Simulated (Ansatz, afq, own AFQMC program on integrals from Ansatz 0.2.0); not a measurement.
Where AFQMC and coupled cluster stand for C$_{2}$H$_{7}$InN, doublet

```xyz
11

C    -1.0080   -0.6362    1.0040
N     0.4208   -0.5368    0.9133
C     1.1158   -1.3514    1.8715
In    1.4275    0.6358   -0.4475
H    -1.3885   -0.3295    2.0015
H    -1.3696   -1.6729    0.8364
H    -1.4998    0.0056    0.2559
H     2.2081   -1.2441    1.7699
H     0.8566   -1.0823    2.9178
H     0.8807   -2.4309    1.7558
H     3.1940    0.5578   -0.3120
```

Basis def2-SVP with its core potentials. Only valence electrons are correlated. AFQMC by an in-house program on the Cholesky factors that Ansatz 0.2.0 writes for its CCSD(T) run. The CISD trial takes its coefficients from CCSD amplitudes. Released means that phaseless walkers are propagated on without the constraint, phases kept. ± is one standard error of the sampling. No spin–orbit coupling.

Determinant: UHF, the one that the program's search chose, which needn't be the lowest solution. The geometry is a PBE0/def2-SVP stationary point of this or a neighbouring charge and spin state.

No full CI on the walks' own integrals is used here. The released AFQMC energy serves as the reference, which it does only where one determinant dominates, the energy is flat over the last release times and near the phaseless one (40 meV or 2 meV an electron, half that with transition metals). On small molecules, where full CI could be run and the noise was under 10 meV, such values lay within 10 meV of it in 19 cases of 20, a flattering rate, since the rule was set on those same cases; what remains of the bias isn't in the error bar.

Cautions: no spin-orbit coupling; inner d shell frozen; the released value is read at 0.90 1/Eh with a noise of 14 meV, more than in the cases checked (meV from the phaseless value at times in 1/Eh: 1 ± 9 at 0.21, -7 ± 13 at 0.42, 3 ± 11 at 0.63, -22 ± 14 at 0.90).

* T1 diagnostic: 0.0196
* weight of the determinant in the CISD state: 0.802
* ⟨S²⟩ of the determinant: 0.762
* size of the correlated space: 23 electrons in 91 orbitals

```json
{"level": "MP2", "correlation energy (eV)": "-13.8720"}
{"level": "CCSD", "correlation energy (eV)": "-15.1572"}
{"level": "CCSD(T)", "correlation energy (eV)": "-15.6285"}
```

Q: Estimate where phaseless AFQMC with a CISD trial lies against CCSD(T) on the same integrals.

A: 63.2 ± 11.7 meV below CCSD(T).

Reference: AFQMC with the constraint released, correlation energy -15.713 ± 0.014 eV.

```
        level  E − E(reference) (meV)  share of correlation (%)
      CCSD(T)             84.9 ± 14.0                     99.46
  ph-AFQMC/HF           -125.0 ± 40.9                    100.80
ph-AFQMC/CISD             21.7 ± 18.2                     99.86
```

Released energies are given only where the last usable release times agree within the noise; a slower fall can still hide under it.
